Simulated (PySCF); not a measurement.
C4H6, SMILES C#CCC at its PBE0/def2-SVP optimised geometry (Å):

```
10

C      1.6402     0.6978     0.0000
C      0.4289     0.6978     0.0000
C     -1.0296     0.6724    -0.0081
C     -1.6148    -0.6672    -0.4520
H      2.7142     0.7050     0.0019
H     -1.3929     0.9259     1.0029
H     -1.3934     1.4795    -0.6673
H     -1.2919    -1.4795     0.2155
H     -1.2898    -0.9215    -1.4715
H     -2.7142    -0.6301    -0.4411
```

Calculation: PBE0/def2-TZVP (PySCF). Cells within 0.4 Å of a nucleus heavier than hydrogen are left out (blank, or x).

Map of the HOMO−1 amplitude (bohr^(-3/2)) on the plane z = 0.0 Å; orbital energy -7.68 eV, overall sign arbitrary:

```
|55555555555555555555555555555|
|55555555445555555555555555555|
|55555444444555555555555555555|
|55554444444455555555555555555|
|55544444444455555555555555555|
|55444444444455555555555555555|
|55444444444455555555555555555|
|54444444444455555555555555555|
|54444444444455556666555555555|
|44444444444445666776655555555|
|44444444444445688888765555555|
|444444444433457x9899755555555|
|44444444444xx55xx5xx555555555|
|44444445556x542x010x244444444|
|44444445566654311111234444444|
|44444444566654332223344444444|
|44444444456554443333444444444|
|44444444445554444444444444444|
|44444444444444444444444444444|
|44444444444444444444444444444|
|44444444444444444444444444445|
|44444444444444444444444444455|
|44444444444444444444444444555|
|54444444444444444444444455555|
|55444444444444444444445555555|
|55544444444444444455555555555|
|55555444444444455555555555555|
|55555555544455555555555555555|
|55555555555555555555555555555|
```
Scale: ten equal steps from -0.237 (start of '0') to 0.237 (end of '9'), in the order '0123456789'; x runs from -5.00 to 5.00, y from -5.00 (bottom) to 5.00 (top).
